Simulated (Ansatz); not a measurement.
# SiPN (triplet): from Hartree-Fock to the top rungs, def2-TZVPP

An exercise on one series of results from a longer session: the logs are not shown, and one member is left open.

Method: def2-TZVPP, core rule «outside noble gas», up to 11 orbitals frozen; program: Ansatz 0.2.0, Gaussian basis.

To be run: UHF; ROHF; CCSD(T) on UHF.

2 further runs of the same task are left out: 2 set aside as unsound or not needed.

**What is computed**

The geometry is a PBE0/def2-TZVP stationary point (not a proven minimum) of the parent state, kept for this charge and spin.

3 atoms, charge 0, spin multiplicity 3.

Atoms are counted from 1 here; the program's logs count them from 0.

Bond lengths: N1–Si2 1.608 Å, Si2–P3 2.062 Å. Angles: N1–Si2–P3 180.0°.

Coordinates:

```
atom   x (Å)   y (Å)    z (Å)
  N1  0.0000  0.0000   1.7596
 Si2  0.0000  0.0000   0.1513
  P3  0.0000  0.0000  -1.9109
```

The first run:

File in.yaml:

```yaml
crystal:
  periodic: [false, false, false]
  atoms:
    - {symbol: N, position_ang: [0.000000, 0.000000, 1.759600]}
    - {symbol: Si, position_ang: [0.000000, 0.000000, 0.151300]}
    - {symbol: P, position_ang: [0.000000, 0.000000, -1.910900]}
basis:
  gaussian: {orbitals: def2-TZVPP}
magnetization: {spin_polarized: true, initial_magnetization: 2}
hamiltonian: {xc: hf}
output: {orbitals: {seedname: orbitals}}
```

Command:

```console
> ansatz run in.yaml --threads 1 --pin off --events-out ev --progress --plain --max-ram 4096MiB --backend cpu
```

Steps of the session up to this table: UHF; ROHF; CCSD(T) on UHF.

One of the session's tables, all rows but one given; the rest of the session is left out.

| method | from UCCSD(T) (kJ/mol) |
| --- | --- |
| ROHF | +1231.7 |
| UHF | ? |
| UMP2 | +239.8 |
| UCCSD | +77.5 |
| UCCSD(T) | 0 |

**Question.** Estimate the row for UHF.

**Answer.** from UCCSD(T) (kJ/mol): +1146.1. In the column «from UCCSD(T) (kJ/mol)» it lies between UMP2 (+239.8) and ROHF (+1231.7).

Limits of these values: The determinant is far from a pure spin state, so its energy mixes those of several spin states (harmless only where they are near-degenerate, as at dissociation).
